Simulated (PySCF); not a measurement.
Simulated outer-valence photoelectron spectrum of monofluorosilane, `F[SiH3]`. Theory: EOM-IP-CCSD/aug-cc-pVDZ in PySCF, restricted Hartree–Fock reference, frozen core, non-relativistic, gas phase, PBE0-D3(BJ)/def2-SVP geometry.

Each root has a Gaussian of 0.6 eV full width with its one-hole share as area; cross sections and vibrations are left out, and the highest printed point is 100.

ionisation energy (eV), intensity and a bar:
```
     11.9          0 
     12.0          1 
     12.1          3 #
     12.2          7 ##
     12.3         15 #####
     12.4         28 ########
     12.5         44 #############
     12.6         59 ##################
     12.7         68 ####################
     12.8         67 ####################
     12.9         56 #################
     13.0         41 ############
     13.1         25 ########
     13.2         13 ####
     13.3          6 ##
     13.4          2 #
     13.5          1 
     13.6          0 
     13.7          0 
     13.8          0 
     13.9          0 
     14.0          0 
     14.1          0 
     14.2          0 
     14.3          0 
     14.4          0 
     14.5          0 
     14.6          0 
     14.7          0 
     14.8          0 
     14.9          0 
     15.0          0 
     15.1          1 
     15.2          3 #
     15.3          9 ###
     15.4         19 ######
     15.5         36 ###########
     15.6         58 #################
     15.7         81 ########################
     15.8         97 #############################
     15.9        100 ##############################
     16.0         89 ###########################
     16.1         67 ####################
     16.2         44 #############
     16.3         25 #######
     16.4         12 ####
     16.5          5 #
     16.6          2 #
     16.7          1 
     16.8          0
```

Q: Where are the maxima, and how many lines lie under the curve?

A: 2 maxima, at 12.7 and 15.9 eV, from 3 lines (5 roots with degenerate partners counted). At this width some lines have no maximum of their own.

Q: List the lines with their holes.

A: 
```tsv
E (eV)	leading hole (HF orbital)	area	Koopmans (eV)
12.74	HOMO/HOMO-1	1.91	13.34
15.85	HOMO-3/HOMO-4	1.89	18.01
15.91	HOMO-2	0.94	17.34
```

The widest gap, 3.11 eV, lies between 12.74 and 15.85 eV. Only orbitals with −ε under 21 eV, eight at most, were ionised, so the high end of the curve may lack lines.

On Arm Neoverse V2, one thread, on a shared host, this took 41 s of wall time and 0.44 GiB of memory at its peak.
